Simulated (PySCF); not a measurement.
CH4O.

```xyz
6

C     -0.0200     0.6641     0.0000
O      0.1223    -0.7474     0.0000
H     -0.5456     1.0252     0.8926
H      0.9863     1.0847     0.0000
H     -0.5456     1.0252    -0.8926
H     -0.7537    -1.1408     0.0000
```
Charge 0, spin multiplicity 1.

Geometry optimised at ωB97X-D3(BJ)/def2-TZVP.

These are PBE/pcSseg-2 in PySCF values and carry that method's errors. Non-relativistic, no solvent.

Computed absolute GIAO shielding of each atom: isotropic value and principal components (ppm):
```
atom  σ(iso)    σ11    σ22    σ33   span
----  ------  -----  -----  -----  -----
C1     123.5   90.7   99.6  180.2   89.5
O2     320.0  280.6  293.7  385.8  105.3
H3      27.6   23.8   25.7   33.2    9.4
H4      27.9   25.1   25.8   32.7    7.6
H5      27.6   23.8   25.7   33.2    9.4
H6      32.0   22.7   29.3   43.9   21.2
```
